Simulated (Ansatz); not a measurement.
**How far a parabola holds: energy against volume of fcc Pb**

System: fcc Pb. Method: LDA in Ansatz (PAW). Run with plane-wave cutoff 520 eV, 20×20×20 k mesh, Fermi–Dirac smearing 0.05 eV, scalar-relativistic PAW data made under PBE. The cell has no free parameter but its volume, all volumes share cutoff and mesh, and the runs aren't spin-polarised. Energies are free energies at the run's smearing, counted from the lowest row; static lattice.

```
V (Å³/atom)  E (meV/atom)
-----------  ------------
27.888               8.25
28.469               1.98
29.050               0.00
29.631               1.81
30.212               6.98
30.793                  ?
```

Task: Using a parabola, estimate the missing E at V = 30.793 from the other rows, showing the fit.

Result: With u = V - 29.1, the rows have u = -1.2120, -0.6310, -0.0500, 0.5310, 1.1120. Least squares gives E = -0.015 + 0.0979·u + 5.6434·u². Residuals (row less fit): 0.094, -0.190, 0.006, 0.182, -0.092; standard error 0.208 (degrees of freedom: 2). The fitted curve has its minimum at V = 29.1, where E = -0.02. Its curvature is d²E/dV² = 2 × 5.6434 meV/Å⁶, so B = V0·d²E/dV² × 0.1602 = 52.6 GPa. At the withheld row, u = 1.6930, so E = -0.015 + 0.0979 × 1.6930 + 5.6434 × 1.6930² = 16.326 meV/atom. The calculation gives 15.12 meV/atom, 1.206 meV/atom below the prediction (8.0 % of the range of E in the table). The row lies outside the fitted rows, so this is an extrapolation. From the scatter of the fitted rows alone, a prediction at this place has a standard error of 0.492 meV/atom, so the miss is 2.4 times that.

The residuals are curvature that a parabola lacks, not noise. A solid that stiffens under compression and softens on expansion lies above the parabola at the compressed end and under it at the expanded end, as this row does. A third-order Birch-Murnaghan fit to the whole scan has B0 = 52.2 GPa. Only scans are tabulated whose curvature falls smoothly with volume, and where the parabola meets the shown rows within 5 % of their range and misses the end by 0.1 meV or more.

Measured, for comparison: bulk modulus 47 GPa (corrected for temperature and zero-point phonon effects; as tabulated in Levämäki et al. (2014), arXiv:1402.3671). Computed less measured: bulk modulus +11 %.

Spin–orbit coupling is not included; it can shift volumes and moduli of such heavy elements.

Ansatz is a program for electronic structure.
